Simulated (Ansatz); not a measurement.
Calculated with Ansatz (gas phase, PBE0-D4/def2-TZVP geometries, no zero-point term in ΔE). CBS: MP2 limit from def2 TZ/QZ plus the TZ coupled-cluster correction, frozen cores. This one scheme is used for every species. Functionals use def2-TZVPP. HSE06 is defined as in plane-wave codes. For Mg outer-core shells are correlated without core-valence functions, which leaves a few kJ/mol of doubt a bond.

`[CH3][MgH]` + silanol → `[MgH][O][SiH3]` + CH₄  (ligand exchange at a Mg–C bond)

`[CH3][MgH]`:

```xyz
6

C     0.694   -0.332    0.094
Mg   -1.171    0.561   -0.159
H     1.270   -0.344   -0.837
H     0.607   -1.372    0.429
H     1.301    0.193    0.839
H    -2.701    1.294   -0.367
```

`O[SiH3]`:

```xyz
6

O    -0.840   -0.466    0.848
Si    0.110    0.213   -0.314
H    -0.420   -1.033    1.495
H     1.163    1.085    0.276
H    -0.798    1.023   -1.159
H     0.786   -0.821   -1.146
```

`[MgH][O][SiH3]`:

```xyz
7

Mg    0.444    0.532   -2.083
O     0.082    0.098   -0.380
Si   -0.244   -0.293    1.148
H     0.783    0.940   -3.685
H    -1.400    0.490    1.677
H    -0.587   -1.740    1.281
H     0.922   -0.027    2.042
```

CH₄:

```xyz
5

C     0.000    0.000    0.000
H     0.186   -0.239    1.047
H     0.300   -0.841   -0.624
H     0.575    0.883   -0.279
H    -1.062    0.198   -0.144
```

CCSD(T)/CBS gives -184.0 kJ/mol.

Q: Another level gave -172.0 kJ/mol. Which?
A. HSE06/def2-TZVPP
B. r2SCAN-D4/def2-TZVPP
C. LDA (SPW92)/def2-TZVPP
D. HF/def2-TZVPP

A: A. HSE06 -172.0, r2SCAN-D4 -183.5, LDA (SPW92) -164.9, HF/def2-TZVPP -194.3 kJ/mol.

Largest T1 diagnostic among the species: 0.011.

From PBE to PBE0 (25 % exact exchange), in def2-TZVPP and without D4, ΔE moves by −4.7 kJ/mol. Leaving LDA and LC-ωPBE aside and taking each functional with its dispersion term where it has one, the values, not all of them listed here, spread over 20.3 kJ/mol, from BHLYP-D4 to PBE-D4. In def2-TZVPP, CCSD(T) changes the Hartree–Fock value by +13.7 kJ/mol (the triples alone add +2.2 kJ/mol) and MP2 by +9.7 kJ/mol.
